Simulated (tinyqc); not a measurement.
Inside a calculation. Method: geometry optimisation on the RHF/sto-6g surface (energies and gradients from PySCF), for H3O+, spin multiplicity 1. One step of it, computed by the program tinyqc.

Task: Step 1: move. Steepest descent, p = -g / 0.15; steps longer than 0.5 bohr are cut back (factor 0.529 here).

positions at the start (bohr):
```
            x          y          z
1O  -0.039684   0.026456   0.759670
2H   1.606267   0.026456   0.034015
3H  -0.886282   1.421074   0.018897
4H  -0.922186  -1.509891  -0.071810
```

gradient (hartree/bohr):
```
              x            y            z
1O   0.04561903   0.08512753   0.01092521
2H  -0.06281096  -0.00167230   0.00956117
3H   0.03245748  -0.06065854   0.01147352
4H  -0.01526555  -0.02279669  -0.03195990
```

Give: positions after step 1.

Result:

positions after step 1 (bohr):
```
          x        y        z
1O  -0.2005  -0.2736   0.7212
2H   1.8276   0.0324   0.0003
3H  -1.0007   1.6349  -0.0215
4H  -0.8684  -1.4295   0.0408
```
